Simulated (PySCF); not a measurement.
**Shapes and spin states of H₂S**

All numbers come from wB97X in PySCF with S def2-TZVP, H def2-TZVP; no relativity; density-fitted integrals.

Relaxations began from a few typed shapes and spin states; open shells are unrestricted. The search is not exhaustive: other isomers or separated fragments can lie lower, and high-lying points may rest on an excited occupation.

Task: Which is the lowest minimum found?
A. triplet C2v: S–H 1.513 Å (×2); H–S–H 156.7°
B. singlet D∞h: S–H 1.314 Å (×2); H–S–H 180.0°
C. singlet C2v: S–H 1.337 Å (×2); H–S–H 92.7°

Result: C. The others lie at 294.8 (singlet D∞h, a saddle point), 434.4 (triplet C2v, a saddle point) kJ/mol above it.

Starts that fell apart ended at 394 kJ/mol on the same scale (coarser grid).

Counting electrons, sulfur keeps 4 of its valence electrons outside its bonds, so the VSEPR class is AX2E2 and the expected shape is bent (C2v), as computed. The angle of 93° is close to 90°: the heavy centre bonds with nearly pure p orbitals and keeps its lone pair s-like.
